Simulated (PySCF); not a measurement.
# CH6FO+, a complex of two parts: interaction energy

Wanted: the interaction energy for `C[OH2+]` with `F`.

Programs: PySCF 2.14.0. All values are calculated, for the isolated system unless a continuum is named. Atoms count from 0, parts from 1.

## 1. Starting point

9 atoms, charge 1, multiplicity 1; geometry: GFN2-xTB. Parts: 1 = atoms 0–6, `C[OH2+]`, charge 1; 2 = atoms 7–8, `F`, charge 0.

## 2. Optimising the geometry at PBE0-D3(BJ)/def2-SVPD

What the job is given:

```
{"job": {"xc": "PBE0", "basis": "def2-SVPD", "d3": "d3bj", "grid": 2, "kind": "geom", "shake": 0.01}, "charge": 1, "multiplicity": 1, "parts": [{"atoms": "0-6", "charge": 1, "multiplicity": 1}, {"atoms": "7-8", "charge": 0, "multiplicity": 1}]}
C     -0.596433    -0.025341    -0.069196
O      0.554374    -0.367425     0.700980
H     -1.307986    -0.858109    -0.105082
H     -0.320888     0.302539    -1.089890
H     -1.110269     0.815186     0.433506
H      1.179942     0.424476     0.745970
H      1.024410    -1.127793     0.293658
F      2.252851     1.680842     0.628726
H      2.829172     2.401737     0.749151
```

Launch:

```console
> OMP_NUM_THREADS=1 python cluster_run.py task.json out
```

This one command runs all jobs of the session in turn.

**Question.** The jobs that follow are: CCSD(T)/aug-cc-pVDZ and MP2/aug-cc-pVTZ counterpoise interaction energy, frozen core, gas phase. Predict: point group; rotational constants (main isotopes); interaction energy, CCSD(T) limit estimate; MP2/aug-cc-pVTZ; T1 diagnostic.

**Answer**, as computed:

| quantity | value |
| --- | --- |
| point group | C1 |
| rotational constants (main isotopes) | 30.42, 4.36, 3.96 GHz |
| interaction energy, CCSD(T) limit estimate | -15.87 kcal/mol |
| MP2/aug-cc-pVTZ | -15.76 kcal/mol |
| T1 diagnostic | 0.0102 |

In words: The optimisation took 7 steps and gained 0.149 eV; among the bonds of the start, C0–O1 changed most, from 1.426 to 1.475 Å. No frequency check was run at this level, so the end point may be a saddle. The interaction energy leaves out the deformation of the parts, 0.55 kcal/mol; with it the binding is about -15.32 kcal/mol. The estimate adds CCSD(T) less MP2 in the small basis (+0.07 kcal/mol) to extrapolated MP2. Hartree-Fock gives -14.35 against -15.87 kcal/mol.
